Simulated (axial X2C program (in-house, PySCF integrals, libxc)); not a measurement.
## SiP⁻: from Re and ωe to a spectrum

A bond curve at the CCSD(T) level, with spin–orbit coupling, was computed with an in-house all-electron X2C program for linear molecules (integrals from PySCF) (basis P dyall-av3z [9s8p3d2f], Si dyall-av3z [9s8p3d2f] (cores contracted in-house)) for the state Ω = 0 (closed shell). Its fit gives Re = 2.0353 Å, ωe = 658.7 cm⁻¹, ωexe = 2.42 cm⁻¹ and αe = 1.396e-03 cm⁻¹; the masses are 30.9738 and 27.9769 u. Two-component means X2C with spin–orbit coupling and atomic mean-field Coulomb and Gaunt terms.

Correlated methods: 10 electrons correlated (number of frozen shells: P 2 s, 1 p; Si 2 s, 1 p), 202 virtual spin orbitals or spinors in MP2, 90 natural virtuals in coupled cluster.

Task: Find the reduced mass, Be and the force constant.

Result: From the CCSD(T) values: μ = 14.6996 u. Be = 16.8576/(μ Re²) = 0.2768 cm⁻¹. k = 5.8918×10⁻⁷ μ ωe² = 3.76 mdyn/Å.

Task: Estimate De from a Morse curve and compare with the computed well depth of 5.014 eV to P + Si-.

Result: De(Morse) = ωe²/(4ωexe) = 5.557 eV against 5.014 eV computed, a ratio of 1.11. For De the Morse form works well here.

Task: Estimate the centrifugal constant by the Kratzer relation.

Result: D = 4Be³/ωe² = 1.96e-07 cm⁻¹.

Task: Where do the fundamental and the first overtone lie?

Result: ν(1←0) = ωe − 2ωexe = 653.9 cm⁻¹; ν(2←0) = 2ωe − 6ωexe = 1302.9 cm⁻¹.

Task: Give B0, the J = 1←0 line in GHz and the most populated J at 300 K (kT = 208.5 cm⁻¹).

Result: B0 = Be − αe/2 = 0.2761 cm⁻¹; 2B0 = 16.56 GHz; J(max) ≈ √(kT/2B0) − 1/2 = 18.9, so J = 19.

The state is a single determinant with fixed occupations, the lowest that a limited PBE0 search found. De is counted from the lowest determinant-based energies of the atoms at the same level, without counterpoise correction. Coupled cluster ran in a truncated set of natural virtual spinors; the MP2 energy of the rest was added. (T) has no such correction and the atoms are truncated less, which lowers De at CCSD(T) by a hundredth of an eV or more.
